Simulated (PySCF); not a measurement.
**Diatomic anions of S with the third period**

PBE0 with double-zeta basis sets in PySCF, for the lowest determinant that a PBE0 search found; no spin–orbit coupling. De refers to high-spin ground-configuration atoms (the charge goes to the atom of lower measured ionisation energy or higher electron affinity, which is not always the lowest computed limit). A positive dipole points towards S; it is taken about the centre of mass and depends on that origin.

| M | basis | charged atom | state (unpaired electrons) | Re (Å) | ωe (cm⁻¹) | De (eV) | μ (D) |
| --- | --- | --- | --- | --- | --- | --- | --- |
| Na | def2-SVPD | S− | singlet (closed shell) | 2.425 | 352 | 1.44 | -7.61 |
| Mg | aug-cc-pVDZ/aug-cc-pV(D+d)Z | S− | doublet (σ ↑) | 2.232 | 476 | 2.19 | -2.02 |
| Al | def2-SVPD | S− | singlet (closed shell) | 2.109 | 571 | 4.72 | -0.43 |
| Si | aug-cc-pVDZ-DK | S− | doublet (π ↑) | 2.051 | 608 | 4.58 | 0.76 |
| P | def2-SVPD | S− | triplet (π ↑↑) | 2.023 | 612 | 3.84 | -0.40 |
| S | def2-SVPD | S− | doublet (π ↑) | 2.020 | 587 | 3.92 | n/a |

The shortest bond is that of S₂⁻ (2.020 Å), the longest that of NaS⁻ (2.425 Å).

The rows differ in basis set, which adds steps of its own.

The state changes along the series, so neighbouring rows are not always alike in their bonding.

For an ion De counts to the pair picked by the measured ionisation energies or electron affinities, which need not be the lowest pair at this level. The highest Kohn–Sham level is positive in some of these anions. Much of that is self-interaction error, but it also means that the finite basis helps to hold the extra electron. States were picked by a PBE0 search and need not be the measured ground states.
